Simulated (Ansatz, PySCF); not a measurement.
This Ansatz (an electronic-structure program) input computes a SVWN5/def2-TZVPD energy:

Ansatz 0.2 input:
```yaml
crystal:
  periodic: [false, false, false]
  atoms:
    - {symbol: C, position_ang: [1.18117604, -0.36779598, 0.01854416]}
    - {symbol: C, position_ang: [-0.00115998, 0.51798809, -0.05691682]}
    - {symbol: O, position_ang: [-1.20555268, -0.12470547, 0.10015001]}
    - {symbol: H, position_ang: [-1.92525557, 0.50464161, -0.01377086]}
    - {symbol: H, position_ang: [-0.00116302, 1.40815434, -0.67836497]}
    - {symbol: H, position_ang: [2.09806429, 0.22204659, -0.00681776]}
    - {symbol: H, position_ang: [1.17235960, -0.95240933, 0.94267001]}
    - {symbol: H, position_ang: [1.22031985, -1.08594199, -0.81468055]}
basis:
  gaussian:
    orbitals: def2-TZVPD
hamiltonian:
  xc: {name: SVWN5}
magnetization: {spin_polarized: true, initial_magnetization: 1}
output: {forces: true}
```

Write an input for the same energy in PySCF and say what it gives.


```python
from pyscf import gto, scf, dft

mol = gto.M(
    atom='''
    C     1.18117604   -0.36779598    0.01854416
    C    -0.00115998    0.51798809   -0.05691682
    O    -1.20555268   -0.12470547    0.10015001
    H    -1.92525557    0.50464161   -0.01377086
    H    -0.00116302    1.40815434   -0.67836497
    H     2.09806429    0.22204659   -0.00681776
    H     1.17235960   -0.95240933    0.94267001
    H     1.22031985   -1.08594199   -0.81468055
    ''',
    basis='def2-tzvpd',
    charge=0,
    spin=1,
    verbose=4,
)

mf = dft.UKS(mol, xc='svwn').density_fit(auxbasis='def2-universal-jkfit')
mf.grids.level = 3
mf.conv_tol = 1e-9
mf.max_cycle = 100
mf.max_memory = 1500
mf.kernel()
if not mf.converged:
    mf = mf.newton()
    mf.kernel(mf.make_rdm1())
for _ in range(2):
    mo, _, stable, _ = mf.stability(return_status=True)
    if stable:
        break
    mf.kernel(mf.make_rdm1(mo, mf.mo_occ))
mf.analyze()
```
It gives -153.15385 Eh, and Ansatz -153.15377 Eh, a difference of 0.08 mEh, from the treatment of integrals and grids.

It need not be the lowest isomer of its formula.
